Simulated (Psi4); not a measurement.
# SiHF (SMILES F[SiH]): CAM-B3LYP/def2-TZVPPD

What is the vertical ionisation energy of SiHF at CAM-B3LYP/def2-TZVPPD? 

The results are computed with Psi4 1.11.

## (1) The structure to begin with

The species is SiHF (3 atoms), meant as a singlet with charge 0. SMILES: `F[SiH]`. The coordinates come from a PBE0-D4/def2-TZVP relaxation.

Bond lengths: F1–Si2 1.612 Å, Si2–H3 1.541 Å. Angles: F1–Si2–H3 96.3°.

## (2) Energy and forces at CAM-B3LYP/def2-TZVPPD

fhsi.inp

```
memory 2200 mb

molecule geom {
  F     -1.090200     0.024400    -0.602300
  Si     0.186800     0.629400     0.173800
  H      0.892400    -0.718600     0.415300
  units angstrom
  symmetry c1
  no_reorient
  no_com
}

set globals {
  basis def2-TZVPPD
  puream true
  e_convergence 1e-09
  d_convergence 1e-08
  scf_type pk
  dft_radial_points 99
  dft_spherical_points 590
}

result, w = gradient("cam-b3lyp", return_wfn=True)
```

On the command line:

```sh
$ psi4 -n 1 fhsi.inp fhsi.out
```

fhsi.out:

```text
[...]
  Running in c1 symmetry.
[...]
  Nuclear repulsion =   48.194575348987868
[...]
  Multiplicity = 1
[...]
  Nalpha       = 12
  Nbeta        = 12
[...]
    Number of basis functions: 105
[...]
   @RKS iter   1:  -389.91810248285202   -5.29159e-01   4.29237e-03 ADIIS/DIIS
[...]
   @RKS iter  10:  -389.97309427114743   -1.17666e-11   5.66019e-09 DIIS
[...]
    Orbital Energies [Eh]
    ---------------------
    Doubly Occupied:
       1A    -66.241878     2A    -24.760132     3A     -5.397361
       4A     -3.759877     5A     -3.755342     6A     -3.750031
       7A     -1.276842     8A     -0.624826     9A     -0.531905
      10A     -0.525635    11A     -0.477185    12A     -0.306363
[...]
  @RKS Final Energy:  -389.97309427114743
   => Energetics <=
    Nuclear Repulsion Energy =             48.1945753489878683
    One-Electron Energy =                -636.9799042056032476
    Two-Electron Energy =                 222.7643595521368809
    DFT Exchange-Correlation Energy =     -23.9521249666689400
    Empirical Dispersion Energy =           0.0000000000000000
    VV10 Nonlocal Energy =                  0.0000000000000000
    Total Energy =                       -389.9730942711474313
[...]
 Multipole Moments:
 ------------------------------------------------------------------------------------
     Multipole            Electronic (a.u.)      Nuclear  (a.u.)        Total (a.u.)
 ------------------------------------------------------------------------------------
 L = 1.  Multiply by 2.5417464519 to convert [e a0] to [Debye]
 Dipole X            :         12.2563936          -11.9132114            0.3431822
 Dipole Y            :        -15.6306926           15.7085374            0.0778448
 Dipole Z            :          5.0598868           -4.8607535            0.1991333
 Magnitude           :                                                    0.4043363
[...]
  -Total Gradient:
     Atom            X                  Y                   Z
    ------   -----------------  -----------------  -----------------
       1        0.000045212969     0.000036265515     0.000029131329
       2       -0.001436413036     0.002603034250    -0.000507345151
       3        0.001394456482    -0.002637745711     0.000480194169
[...]
```

Run time: 18 s. Hardware: 1 thread of Intel Xeon 6975P-C (Granite Rapids), shared host; peak memory 1 GiB.

## (3) The doublet cation

job.dat

```
memory 2.2 GB

molecule m {
  1 2
  F     -1.090200     0.024400    -0.602300
  Si     0.186800     0.629400     0.173800
  H      0.892400    -0.718600     0.415300
  symmetry c1
}

set {
  reference uks
  puream true
  e_convergence 1e-09
  d_convergence 1e-08
  scf_type pk
  dft_radial_points 99
  dft_spherical_points 590
  maxiter 100
}

result, w = gradient('cam-b3lyp/def2-TZVPPD', return_wfn=True)
print_variables()
```

On the command line:

```sh
$ psi4 -n 1 job.dat job.out
```

job.out:

```text
[...]
  Running in c1 symmetry.
[...]
  Nuclear repulsion =   48.194575348987868
[...]
  Multiplicity = 2
[...]
  Nalpha       = 12
  Nbeta        = 11
[...]
    Number of basis functions: 105
[...]
   @UKS iter   1:  -389.55180765208632   -1.62864e-01   4.03966e-03 ADIIS/DIIS
[...]
   @UKS iter  12:  -389.61740066403610   -1.38698e-11   9.19435e-09 DIIS
[...]
   @S^2 Observed:                7.595612687E-01
[...]
    Orbital Energies [Eh]
    ---------------------
    Alpha Occupied:
       1A    -66.596042     2A    -25.038487     3A     -5.745802
       4A     -4.107748     5A     -4.104017     6A     -4.101029
       7A     -1.546614     8A     -0.912240     9A     -0.812310
      10A     -0.786483    11A     -0.771545    12A     -0.642221
    Alpha Virtual:
      13A     -0.335781    14A     -0.231207    15A     -0.162051
      16A     -0.125847    17A     -0.097174    18A     -0.066368
      19A     -0.056795    20A     -0.047187    21A     -0.046707
      22A     -0.032818    23A     -0.005708    24A      0.015488
      25A      0.046165    26A      0.072774    27A      0.074375
[...]
  @UKS Final Energy:  -389.61740066403610
   => Energetics <=
    Nuclear Repulsion Energy =             48.1945753489878683
    One-Electron Energy =                -629.6284937768065220
    Two-Electron Energy =                 215.5817283793726915
    DFT Exchange-Correlation Energy =     -23.7652106155901492
    Empirical Dispersion Energy =           0.0000000000000000
    VV10 Nonlocal Energy =                  0.0000000000000000
    Total Energy =                       -389.6174006640360972
[...]
 Multipole Moments:
 ------------------------------------------------------------------------------------
     Multipole            Electronic (a.u.)      Nuclear  (a.u.)        Total (a.u.)
 ------------------------------------------------------------------------------------
 L = 1.  Multiply by 2.5417464519 to convert [e a0] to [Debye]
 Dipole X            :         -0.4705939            2.1060013            1.6354074
 Dipole Y            :          1.1935973           -0.6919729            0.5016244
 Dipole Z            :          0.0000000            0.0000000            0.0000000
 Magnitude           :                                                    1.7106094
[...]
  -Total Gradient:
     Atom            X                  Y                   Z
    ------   -----------------  -----------------  -----------------
       1       -0.038806396704    -0.027794490126    -0.000000000011
       2        0.047886784807     0.035451782803     0.000000000036
       3       -0.009076133549    -0.007655891494    -0.000000000024
[...]
```

It took 24 s on 1 thread of Intel Xeon 6975P-C (Granite Rapids), shared host; peak memory 1 GiB.

## (4) What came out

At CAM-B3LYP/def2-TZVPPD:

```
                                          quantity          value
                        singlet SiHF: total energy  -389.97309 Eh
                       singlet SiHF: dipole moment         1.03 D
                         singlet SiHF: HOMO energy       -8.34 eV
                         singlet SiHF: LUMO energy       -1.59 eV
                       singlet SiHF: HOMO–LUMO gap        6.74 eV
            singlet SiHF: largest force on an atom     0.155 eV/Å
                      doublet cation: total energy  -389.61740 Eh
doublet cation: HOMO energy (highest over α and β)      -17.48 eV
 doublet cation: LUMO energy (lowest over α and β)      -11.05 eV
                              doublet cation: ⟨S²⟩          0.760
          doublet cation: largest force on an atom     3.064 eV/Å
vertical ionisation energy (to the doublet cation)       9.679 eV
```

What this shows: The vertical ionisation energy comes to 9.68 eV (223 kcal/mol). The negative HOMO energy of the first species, 8.34 eV, lies 1.34 eV below that difference.
